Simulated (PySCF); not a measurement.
sulfur dioxide cation (O2S), SMILES O=S=O (connectivity only; charge and spin as stated), charge +1, multiplicity 2. Geometry optimised at r2SCAN-D4/def2-TZVP. The spin state was assumed, not searched.

These are r2SCAN-D4/def2-TZVP (PySCF) values and carry that method's errors.

Harmonic wavenumbers (cm⁻¹): 413, 1105, 1330. Rotational constants (GHz): 96.85, 9.204, 8.405; symmetry number 2.

Problem. Work out the zero-point energy and the ideal-gas rigid-rotor harmonic-oscillator thermochemistry at 298.15 K and 1 atm.

Solution. ZPE = ½ Σ hcν = ½ × 2848 cm⁻¹ = 17.03 kJ/mol. H − E(el) = 27.82 kJ/mol. Entropy in J/(mol K): translation 160.63, rotation 83.31, vibration 4.19, spin 5.76, total 253.89. G − E(el) = -47.88 kJ/mol. Cp = 41.01 J/(mol K).
